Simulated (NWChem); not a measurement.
# UMP2/def2-TZVPPD run of HO2 (hydroperoxy)

Aim: the vertical electron affinity of HO2 (hydroperoxy) at UMP2/def2-TZVPPD, from 2 runs. 

Program for the calculation: NWChem 7.3.0.

6 further runs of the same task are left out: 6 set aside as unsound or not needed. Runs told in other sessions of the task aren't counted.

## (1) Starting point

HO2 has 3 atoms, charge 0, and is taken as a doublet. SMILES: `[O]O`. Geometry: relaxed at PBE0-D4/def2-TZVP.

Bond lengths: O1–O2 1.309 Å, O2–H3 0.975 Å. Angles: O1–O2–H3 105.8°.

## (2) Energy and gradient at UMP2/def2-TZVPPD

run.py reads:

```python
from ase import Atoms
from ase.calculators.nwchem import NWChem

molecule = Atoms(['O', 'O', 'H'], positions=[
    [-0.355150, 0.941950, -0.088650],
    [-0.244540, -0.359400, -0.172440],
    [0.599690, -0.582550, 0.261090],
])

calc = NWChem(
    label='test',
    theory='mp2',
    memory='2200 mb',
    basis='def2-TZVPPD',
    basispar='spherical bse',
    scf={'nopen': '1', 'uhf': None, 'thresh': '1e-08', 'maxiter': '80'},
    mp2={'freeze': 'core 2', 'tight': None},
)
molecule.calc = calc

forces = molecule.get_forces()
print("Total energy (eV):", round(molecule.get_potential_energy(), 6))
print("forces (eV/A):")
for s, f in zip(molecule.symbols, forces):
    print(f"{s:2s} {f[0]:10.5f} {f[1]:10.5f} {f[2]:10.5f}")
```

Launch:

```
$ export ASE_NWCHEM_COMMAND="nwchem PREFIX.nwi > PREFIX.nwo"
$ python run.py
```

The program printed:

```text
Total energy (eV): -4100.453187
forces (eV/A):
O     0.07199    0.05790    0.04546
O     0.01121   -0.19844   -0.01584
H    -0.08320    0.14059   -0.02962
```

The calculator wrote test.nwi:

```
title "test"

permanent_dir test

scratch_dir test

start test

geometry units angstrom nocenter noautosym noautoz
  O  -3.5515000000000002e-01 9.4194999999999995e-01 -8.8650000000000007e-02
  O  -2.4454000000000001e-01 -3.5940000000000000e-01 -1.7244000000000001e-01
  H  5.9968999999999995e-01 -5.8255000000000001e-01 2.6108999999999999e-01
end

memory 2200 mb

basis spherical bse noprint
   * library def2-TZVPPD
end

scf
  nopen 1
  uhf
  thresh 1e-08
  maxiter 80
end
mp2
  freeze core 2
  tight
end

task mp2 gradient
```

test.nwo:

```text
Northwest Computational Chemistry Package (NWChem) 7.3.0
             --------------------------------------------------------

           Job information
           ---------------

    nwchem branch   = 7.3.0
    use scalapack   = T
    input           = test.nwi
    prefix          = test.
    data base       = test/test.db
    status          = startup
    nproc           =        1

           Memory information
           ------------------

    heap     =     72089594 doubles =      550.0 Mbytes
    stack    =     72089599 doubles =      550.0 Mbytes
    global   =    144179200 doubles =     1100.0 Mbytes (distinct from heap & stack)
    total    =    288358393 doubles =     2200.0 Mbytes
    verify   = yes
    hardfail = no

           Directory information
           ---------------------

  0 permanent = test
  0 scratch   = test

[... 28 lines left out ...]
            Nuclear Dipole moment (a.u.)
[... 69 lines left out ...]
 1-e energy   =    -271.332550
[... 7 lines left out ...]
         Quadratically convergent UHF
[... 16 lines left out ...]
       Final UHF  results
[... 3 lines left out ...]
      One electron energy =   -271.730016539603
[... 1 line left out ...]
 Nuclear repulsion energy =     32.530559262107
[... 31 lines left out ...]
          Final beta eigenvalues
[... 202 lines left out ...]
                     UHF Final Beta Molecular Orbital Analysis
[... 334 lines left out ...]
                Dipole Moments (a.u.)
[... 108 lines left out ...]
 MP2 beta     natural orbital occupation numbers
[... 100 lines left out ...]
  MP2 natural orbitals output to test/test.mp2nos

                         mp2 ENERGY GRADIENTS

    atom               coordinates                        gradient
                 x          y          z           x          y          z
   1 O      -0.671136   1.780027  -0.167524   -0.001400  -0.001126  -0.000884
   2 O      -0.462114  -0.679168  -0.325864   -0.000218   0.003859   0.000308
   3 H       1.133250  -1.100860   0.493389    0.001618  -0.002734   0.000576

                 ----------------------------------------
                 |  Time  |  1-e(secs)   |  2-e(secs)   |
                 ----------------------------------------
                 |  CPU   |       0.01   |       7.32   |
                 ----------------------------------------
                 |  WALL  |       0.01   |       7.32   |
                 ----------------------------------------
 -----------------------
 Task  times  cpu:      124.6s     wall:      124.6s
 Total times  cpu:      124.7s     wall:      124.7s
```

Wall time 2.1 min (1 thread of Intel Xeon Platinum 8259CL at 2.50GHz (Skylake/Cascade Lake), shared host); peak memory 0.27 GiB.

## (3) The singlet anion: the energy at MP2/def2-TZVPPD

ho2.xyz reads:

```xyz
3
HO2 energy
O     -0.355150     0.941950    -0.088650
O     -0.244540    -0.359400    -0.172440
H      0.599690    -0.582550     0.261090
```

ho2.nw reads:

```
start ho2
title "HO2 energy"
memory 2200 mb
charge -1

geometry noautosym nocenter noautoz
   load format xyz ho2.xyz
end

basis spherical bse
   O library def2-TZVPPD
   H library def2-TZVPPD
end

scf
   singlet
   rhf
   thresh 1e-08
   maxiter 80
end

mp2
   freeze core 2
   tight
end

task mp2 energy
```

Launch:

```
$ nwchem ho2.nw > ho2.out
```

The program printed:

```text
[...]
  functions       =    97
[...]
  wavefunction    = RHF
[...]
         Total SCF energy =   -150.211239817717
      One-electron energy =   -278.020689295939
      Two-electron energy =     95.278890216115
 Nuclear repulsion energy =     32.530559262107
        Time for solution =     65.6s
[...]
          Total MP2 energy          -150.713529857493
[...]
```

Run time: 70 s. Hardware: 1 thread of Intel Xeon Platinum 8259CL at 2.50GHz (Skylake/Cascade Lake), shared host; peak memory 0.21 GiB.

## (4) Summary of results

Level: UMP2/def2-TZVPPD, 2 core orbitals frozen.

```
                                                               quantity          value
                                              doublet HO2: total energy  -150.68888 Eh
   doublet HO2: dipole moment (of the density that the program reports)         2.17 D
doublet HO2: HOMO energy (Hartree–Fock orbitals) (highest over α and β)      -13.12 eV
 doublet HO2: LUMO energy (Hartree–Fock orbitals) (lowest over α and β)        1.87 eV
               doublet HO2: correlation energy (2 core orbitals frozen)     -442.9 mEh
                         doublet HO2: ⟨S²⟩ of the reference determinant          0.763
                                  doublet HO2: largest force on an atom     0.199 eV/Å
                                            singlet anion: total energy  -150.71353 Eh
                     singlet anion: HOMO energy (Hartree–Fock orbitals)       -1.79 eV
                     singlet anion: LUMO energy (Hartree–Fock orbitals)        6.25 eV
   singlet anion: HOMO–LUMO gap (to an unbound level, set by the basis)        8.03 eV
             singlet anion: correlation energy (2 core orbitals frozen)     -502.3 mEh
                      vertical electron affinity (to the singlet anion)       0.671 eV
```

At fixed nuclei the extra electron is bound by 0.67 eV (15.5 kcal/mol). Mulliken charges (doublet HO2) of the mean-field density run from -0.17 on O2 to +0.25 on H3; in a basis this large or diffuse they mean little.
